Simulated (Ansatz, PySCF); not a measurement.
Species: NH₂, charge 0, multiplicity 2. SMILES: [NH2]
Structure (B3LYP-D3(BJ)/def2-TZVP (Ansatz, a first-principles code) minimum search):
```xyz
3

N      0.0046     0.0019     0.1418
H     -0.0276     0.7996    -0.5065
H     -0.0044    -0.8126    -0.4860
```
Charge 0, spin multiplicity 2.


Wanted: enthalpy of formation at 298 K (from the atomisation energy, B3LYP-D3(BJ)/def2-TZVP harmonic zero-point and thermal terms from PySCF, and the atoms' enthalpies of formation in the G2/97 table; no spin-orbit terms, and no core term in the frozen-core levels), in kcal/mol. Valence correlation only, unless marked. UHF or UKS for open shells. Spin-orbit coupling is left out. Non-relativistic. The coupled-cluster limit lacks core correlation, which all-electron functionals hold. Basis-set limits of correlation are two-point, X^-3; Hartree-Fock from the larger set (for Q and 5 zeta extrapolated as (X+1)exp(-9√X)).

```json
[
 {"level": "r2SCAN-D3(BJ)/def2-TZVPD", "program": "Ansatz + dftd3", "enthalpy of formation at 298 K (kcal/mol)": "44.4"},
 {"level": "B3LYP-D3(BJ)/def2-TZVPD", "program": "Ansatz + dftd3", "enthalpy of formation at 298 K (kcal/mol)": "39.5"},
 {"level": "M06-2X/def2-TZVPD", "program": "PySCF", "enthalpy of formation at 298 K (kcal/mol)": "46.7"},
 {"level": "MN15/def2-TZVPD", "program": "PySCF", "enthalpy of formation at 298 K (kcal/mol)": "45.1"},
 {"level": "CAM-B3LYP-D3(BJ)/def2-TZVPD", "program": "Ansatz + dftd3", "enthalpy of formation at 298 K (kcal/mol)": "40.5"},
 {"level": "wB97X-V/def2-TZVPD", "program": "Ansatz", "enthalpy of formation at 298 K (kcal/mol)": "43.1"},
 {"level": "SCS-MP2/6-31G", "program": "Ansatz", "enthalpy of formation at 298 K (kcal/mol)": "90.8"}
]
```

Q: Predict the CCSD(T)/CBS(cc-pVQZ,cc-pV5Z) result (Ansatz).

A: 44.8 kcal/mol, so SCS-MP2/6-31G differs from it by 46.0 kcal/mol.
